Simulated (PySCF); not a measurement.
Work out the structure from these simulated measurements.

Elements present: C, H and N. Monoisotopic mass: 66.0349 u (electron mass counted); charge -1.

| Property | Result |
| --- | --- |
| 13C NMR | chemical shifts (computed TMS as zero) by class: 126.9 (2 C), 99.9 (2 C) ppm [GIAO PBE0/pcSseg-1] |
| Couplings | largest of the computed one-bond spin–spin couplings (means over like bonds): 13C–1H +166.4 (×2), 13C–1H +155.3 (×2), 13C–13C +68.5 (×2), 13C–13C +67.4, 15N–13C +0.1 (×2) Hz [B3LYP/pcJ-1] |
| Rotational structure | rotational constants A, B, C: 9.787, 9.457, 4.810 GHz [GFN2-xTB] |
| NMR, other nuclei | isotropic shieldings of nuclei other than C and H, by class: -29 (1 N) ppm [GIAO PBE0/pcSseg-1] |
| XPS | C1s 283.8 (×2), C1s 284.2 (×2), N1s 397.6 eV [ΔSCF SCAN, pcX-2 on the ionised atom, pcseg-1 elsewhere, spin-free X2C] |
| 1H NMR | chemical shifts (computed TMS as zero) by class: 6.56 (2 H), 5.66 (2 H) ppm [GIAO PBE0/pcSseg-1] |

Gas-phase values; electronic properties from PySCF, density fitting. Levels stand in brackets. Geometry: GFN2-xTB; no solvent, vibrations or thermal averaging. The HOMO energy is positive, so at this level the finite basis confines the outermost electrons. No diffuse functions stand in pcJ-1 and pcSseg-1, which bears on an anion's orbital energies. Each NMR value is the plain mean over a class of atoms that symmetry, rotation or inversion makes alike.

Task: Which formula fits the mass and the elements?

Result: C4H4N (calculated 66.0349). No other formula that holds each of these elements comes within 0.0003 u with a fitting electron parity and a possible valence count.

Task: Propose a structure and show how it fits.

Result: Numbering: `[cH:1]1[cH:2][cH:3][n-:4][cH:5]1`. 4 carbons fall into 2 classes; from least to most shielded: aromatic CH next to a ring nitrogen [C3/C5] (126.9 ppm, 2 C), aromatic CH carbon [C1/C2] (99.9 ppm, 2 C). Hydrogen classes from least to most shielded: 2 H on 2 like atoms (aromatic CH next to a ring nitrogen), C3/C5 (6.56 ppm), 2 H on 2 aromatic CH carbons, C1/C2 (5.66 ppm). The other shieldings belong to: -29 ppm, two-coordinate ring nitrogen [N4]. The couplings run between: +166.4 Hz, aromatic CH next to a ring nitrogen [C3] and its hydrogen (with 1 like pair); +155.3 Hz, aromatic CH carbon [C1] and its hydrogen (with 1 like pair); +68.5 Hz, aromatic CH carbon [C1] and aromatic CH next to a ring nitrogen [C5] (with 1 like pair); +67.4 Hz, aromatic CH carbon [C1] and aromatic CH carbon [C2]; +0.1 Hz, two-coordinate ring nitrogen [N4] and aromatic CH next to a ring nitrogen [C3] (with 1 like pair). The core levels belong to: C1s 283.8 eV, aromatic CH carbon [C1/C2]; C1s 284.2 eV, aromatic CH next to a ring nitrogen [C3/C5]; N1s 397.6 eV, two-coordinate ring nitrogen [N4]. The optimised geometry has point group C2v and is an asymmetric top. Structure: `c1cc[n-]c1`. Computed isomers that give other values at the same levels: `C=C[CH-]C#N` (13C chemical shifts (computed TMS as zero) by class: 149.8 (1 C), 140.8 (1 C), 63.9 (1 C), 38.8 (1 C) ppm). The assignments are read from this structure; whether some other isomer fits the data as well wasn't checked.
